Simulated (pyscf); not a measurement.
H₃C–OH + ZnH₂ → HO–CH₂–ZnH + H₂, a four-centre exchange (singlet surface; C–H, H–Zn broken, C–Zn, H–H formed). Optimised with ωB97X-D3(BJ)/def2-SVP in PySCF. Energies in kcal/mol from the separated reactants.

AM1 to PM7: differences of heats of formation from MOPAC, which are fitted to 298 K values and so differ in kind from electronic energies by zero-point and thermal terms. 

Q: In single points PM3 puts the saddle at 28.3 kcal/mol and the reaction energy at -2.0 kcal/mol. Should these be trusted to within a few kcal/mol? Compare with ωB97M-D3(BJ)/def2-TZVP.

A: ωB97M-D3(BJ)/def2-TZVP gives ΔE‡ = 51.6 kcal/mol and ΔE = +13.8 kcal/mol. PM3 lies 23.3 kcal/mol under it in the barrier and 15.8 kcal/mol under it in the reaction energy, so on this step it does not hold to within 3.0 kcal/mol. ωB97M-D3(BJ)/def2-TZVP has limits of its own. On the reactant side the descent ends in an adduct with a O–Zn contact (not fully relaxed), 9.7 kcal/mol under the separated species and 60.1 kcal/mol under the saddle at ωB97X-D3(BJ)/def2-TZVP. At the saddle there is also a short H–Zn contact that neither side keeps. The same reactants have a lower exit, to H₃C–O–ZnH + H₂ (barrier +17.1 kcal/mol at ωB97M-D3(BJ)/def2-TZVP, against +51.6 kcal/mol here). HO–CH₂–ZnH lies 17.6 kcal/mol over its isomer H₃C–O–ZnH (electronic energy, ωB97M-D3(BJ)/def2-TZVP). One saddle was located; it need not be the lowest between these sides. In the def2 sets elements up to Kr have no core potential.
